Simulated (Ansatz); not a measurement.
# AlH₃O₂: how energies converge with the basis set

How large a basis does AlH₃O₂ need? Two functionals and correlated methods are run in growing sets.

The runs use Ansatz 0.2.0, Gaussian basis; one geometry, several basis sets.

The runs, in order: PBE0-D4/def2-SVP; ωB97M-V/def2-SVP; PBE0-D4/def2-QZVPP; ωB97M-V/def2-QZVPP; CCSD(T)/cc-pV(D+d)Z; CCSD(T)/cc-pV(T+d)Z; CCSD(T)/cc-pV(Q+d)Z; the functionals' def2-TZVPP values are taken from earlier runs.

## (1) The geometry

All runs share one geometry, relaxed beforehand with PBE0-D4 in a triple-zeta def2 set.

SMILES `[OH][AlH][OH]`, 6 atoms, charge 0, spin multiplicity 1.

Atoms are counted from 1 here; the program's logs count them from 0.

Bond lengths: O1–Al2 1.692 Å, O1–H4 0.954 Å, Al2–O3 1.692 Å, Al2–H5 1.565 Å, O3–H6 0.954 Å. Angles: Al2–O1–H4 126.6°, O1–Al2–O3 124.1°, O1–Al2–H5 117.9°, O3–Al2–H5 117.9°, Al2–O3–H6 126.5°.

## (2) PBE0-D4 in def2-SVP

Input file in.yaml:

```yaml
crystal:
  periodic: [false, false, false]
  atoms:
    - {symbol: O, position_ang: [-1.271161, -0.307093, -0.753411]}
    - {symbol: Al, position_ang: [0.269158, 0.307193, -0.418962]}
    - {symbol: O, position_ang: [1.095599, 0.056073, 1.035610]}
    - {symbol: H, position_ang: [-1.809471, -0.839435, -0.172208]}
    - {symbol: H, position_ang: [0.974256, 1.161064, -1.525118]}
    - {symbol: H, position_ang: [0.783718, -0.441701, 1.787889]}
basis:
  gaussian: {orbitals: def2-SVP}
hamiltonian: {xc: pbe0, dispersion: d4}
output: {orbitals: {seedname: orbitals}}
```

On the command line:

```bash
ansatz run in.yaml --threads 4 --pin off --events-out ev --progress --plain --max-ram 10444MiB
```

Further steps of the session: ωB97M-V in def2-SVP; PBE0-D4 in def2-QZVPP; ωB97M-V in def2-QZVPP; CCSD(T) in cc-pV(D+d)Z; CCSD(T) in cc-pV(T+d)Z; CCSD(T) in cc-pV(Q+d)Z.

Q: Predict the results of all the runs planned. Wanted: MP2 correlation recovered, cc-pV(D+d)Z; MP2 correlation recovered, cc-pV(T+d)Z; MP2 correlation recovered, cc-pV(Q+d)Z; CCSD(T) limit from def2 sets; PBE0-D4: double and triple zeta above quadruple; ωB97M-V: double and triple zeta above quadruple.

As calculated:

| quantity | value |
| --- | --- |
| MP2 correlation recovered, cc-pV(D+d)Z | 68.6 % |
| MP2 correlation recovered, cc-pV(T+d)Z | 88.0 % |
| MP2 correlation recovered, cc-pV(Q+d)Z | 95.0 % |
| CCSD(T) limit from def2 sets (earlier runs) less the limit of this series | -8 meV |
| PBE0-D4: double and triple zeta above quadruple | 8.25, 0.48 eV |
| ωB97M-V: double and triple zeta above quadruple | 8.34, 0.46 eV |

PBE0-D4 gains 7.77 eV from double to triple zeta, then 0.48 eV more. Correlation climbs from 69 % (cc-pV(D+d)Z) to 95 % (cc-pV(Q+d)Z) of the limit; Hartree-Fock is 0.139 eV from its own by then. A limit from the def2 sets, made apart, differs by 8 meV, a least measure of the doubt on such a limit. These are total energies; as a rule much of such shifts cancels in differences, which this series doesn't test. The LUMO of ωB97M-V is positive and keeps falling with the basis (1.81 to 0.77 eV): an unbound level that the basis holds in place.
